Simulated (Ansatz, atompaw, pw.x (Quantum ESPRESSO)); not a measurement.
# What a changed setting does to a pw.x run (fcc P)

Potential: PAW, atompaw 4.2.0.5, LDA (PW92); core [Ne], reference 3s2 3p3; waves: 3s (bound): rc 2.20 bohr; 3s channel at 0.2 Ry: rc 2.20 bohr; 3p (bound): rc 2.20 bohr; 3p channel at 1.15 Ry: rc 2.20 bohr; 3d channel at 0.3 Ry: rc 2.20 bohr; 3d channel at 0.8 Ry: rc 2.20 bohr; local part: troulliermartins scheme with l = 3 at -0.5 Ry, radius 1.95 bohr; core correction: smooth core density matched at 1.40 bohr; augmentation: sinc compensation charge, radius 1.85 bohr; PAW radius 2.20 bohr; waves and projectors: custom polynom2 7 10 vanderbiltortho.

The reference run (k-mesh 15³, cutoffs 40/400 Ry, Fermi–Dirac 0.01 Ry, mixing_beta 0.4, conv_thr 1e-9, no spin) gives -0.68 GPa at 14.020 Å³/atom, where all-electron LAPW gives -0.67 GPa. This run, with its own iteration cap, changes mixing_beta to 0.9.

```
&control
  calculation='scf', prefix='x', pseudo_dir='./', outdir='./tmp', tstress=.true., disk_io='none'
/
&system
  ibrav=0, nat=1, ntyp=1, ecutwfc=40, ecutrho=400, nbnd=9,
  occupations='smearing', smearing='fd', degauss=0.01
/
&electrons
  conv_thr=1e-09, mixing_beta=0.9, electron_maxstep=50
/
ATOMIC_SPECIES
P 1.0 P.UPF
CELL_PARAMETERS angstrom
  0.00000000 1.91384167 1.91384167
  1.91384167 0.00000000 1.91384167
  1.91384167 1.91384167 0.00000000
ATOMIC_POSITIONS crystal
P 0.0000 0.0000 0.0000
K_POINTS automatic
15 15 15 0 0 0
```

```bash
pw.x < P.scf.in > P.scf.out
```

Task: How does the run end?

Result: It converges in 5 iterations; the free energy moves by +0.0 meV/atom and the pressure by +0.00 GPa. The result is that of the reference run.

```
Message from routine setup:
     using ibrav=0 with symmetry is DISCOURAGED, use correct ibrav instead
     lattice parameter (alat)  =       5.1147  a.u.
     unit-cell volume          =      94.6116 (a.u.)^3
     number of electrons       =         5.00
     number of Kohn-Sham states=            9
     kinetic-energy cutoff     =      40.0000  Ry
     charge density cutoff     =     400.0000  Ry
     scf convergence threshold =      1.0E-09
     Exchange-correlation= SLA PW NOGX NOGC
     number of k points=   120  Fermi-Dirac smearing, width (Ry)=  0.0100
     iteration #  1     ecut=    40.00 Ry     beta= 0.90
     total energy              =     -53.21422188 Ry
     estimated scf accuracy    <       0.00153594 Ry
     iteration #  2     ecut=    40.00 Ry     beta= 0.90
     total energy              =     -53.21446930 Ry
     estimated scf accuracy    <       0.00003056 Ry
     iteration #  3     ecut=    40.00 Ry     beta= 0.90
     total energy              =     -53.21447742 Ry
     estimated scf accuracy    <       0.00000076 Ry
     iteration #  4     ecut=    40.00 Ry     beta= 0.90
     total energy              =     -53.21447766 Ry
     estimated scf accuracy    <          9.4E-09 Ry
     iteration #  5     ecut=    40.00 Ry     beta= 0.90
     the Fermi energy is    11.4750 ev
!    total energy              =     -53.21447767 Ry
     estimated scf accuracy    <          7.3E-11 Ry
     smearing contrib. (-TS)   =      -0.00238502 Ry
     convergence has been achieved in   5 iterations
          total   stress  (Ry/bohr**3)                   (kbar)     P=       -6.80
     Message from routine punch:
     Nothing written, as per user request (disk_io='none')
```

The run took about 7.7 s on one core of a shared host (Intel(R) Xeon(R) 6975P-C, 192 threads, 756 GiB, load 145).
